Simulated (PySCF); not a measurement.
C3H7N.
Bonds: C1–N2 (double), N2–C3, C3–C4. Hydrogens: H5, H6 on C1; H7, H8 on C3; H9, H10, H11 on C4.

Torsions of this conformer, `[CH2:1]=[N:2][CH2:3][CH3:4]`: C1–N2–C3–C4 -122°.

The closed-shell ground state was solved at several levels (PySCF, density fitting, gas phase, non-relativistic). The structure is a single PBE0-D3(BJ)/def2-SVP conformer in the gas phase; no vibrational or solvent corrections.

```tsv
level	basis functions	total energy (Eh)	HOMO (eV)	LUMO (eV)	gap (eV)	dipole (D)
B3LYP/pcSseg-2	242	-173.3320	-7.12	-0.67	6.45	1.42
PBE0/def2-SVPD	136	-172.9271	-7.31	-0.36	6.95	1.44
B3LYP/pcJ-1	178	-173.2712	-7.04	-0.47	6.57	1.40
```

Q: Estimate the row for PBE0/pcSseg-1, a basis of 103 functions; the other rows only guide the guess.

A: Total energy -173.0209 Eh, HOMO -7.27 eV, LUMO -0.20 eV, gap 7.07 eV, dipole 1.46 D.

Q: Over all these levels, which gives the widest orbital gap and which the narrowest?

A: PBE0/pcSseg-1 (global hybrid, 25 % exact exchange) has the widest, 7.07 eV, and B3LYP/pcSseg-2 (global hybrid, 20 % exact exchange) the narrowest, 6.45 eV. Functional and basis both differ between the two, so the spread mixes both effects.

Q: How far do the dipole and the HOMO energy spread over the levels?

A: The dipole runs from 1.40 to 1.46 D (mean 1.43 D) and the HOMO from -7.31 to -7.04 eV.
